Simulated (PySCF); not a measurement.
C₃OS, SMILES O=C=C=C=S, point group C∞v.

Level: LDA/6-311G** in PySCF (density fitting, grid level 2); geometry and Hessian at that level, cubic constants and property derivatives from steps of ±0.6 along each species' dimensionless normal coordinates, second-order vibrational perturbation theory. The parent has the commonest isotopes.

Equilibrium geometry (Å):

| atom | x | y | z |
| --- | --- | --- | --- |
| O1 | -2.4858 | 0.0135 | -0.4098 |
| C2 | -1.3320 | 0.0083 | -0.2417 |
| C3 | -0.0686 | 0.0027 | -0.0577 |
| C4 | 1.1900 | -0.0031 | 0.1256 |
| S5 | 2.7310 | -0.0101 | 0.3499 |

An isotope shift is δ(isotopologue) − δ(parent), that is, the negative of the change in the averaged GIAO shielding; n counts bonds from the nearest label (0: the labelled atom itself). These are computed values; those of heavy atoms are rounded to 5 ppb, about the numerical noise.

(1) What isotope shifts arise with ¹³C at 2?

A mode lies under 250 cm⁻¹, where this perturbation treatment is rough.

Answers

(1) 
| nucleus | n | 0 K (ppb) | 298.15 K (ppb) |
| --- | --- | --- | --- |
| C2 | 0 | -25 | -20 |
| O1 | 1 | -120 | -100 |
| C3 | 1 | -30 | -30 |
| C4 | 2 | 10 | 10 |
| S5 | 3 | -35 | -25 |
